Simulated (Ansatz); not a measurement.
Results of the Gaussian-basis code of Ansatz.

A structure relaxed at PBE0-D4/def2-TZVP, charge 0, multiplicity 1:

Cartesian coordinates in Å:
```
C -0.636 -0.872 -1.006
C 0.609 -0.592 -0.231
C 0.705 0.371 0.685
N -0.304 1.197 1.141
Cl 2.198 0.643 1.522
H -1.297 -1.581 -0.492
H -1.220 0.035 -1.198
H -0.396 -1.305 -1.978
H 1.475 -1.218 -0.393
H -0.004 2.127 1.389
H -1.130 1.194 0.562
```

Task: Give its formula and SMILES.

Result: C3H6ClN, `C/C=C(\N)Cl`.

Task: Summarise the bond lengths by kind.

Result: 2 × C–C 1.332 to 1.493 Å; 4 × C–H 1.081 to 1.096 Å; 1 × C–N 1.381 Å; 1 × C–Cl 1.734 Å; 2 × H–N 1.008 to 1.009 Å.
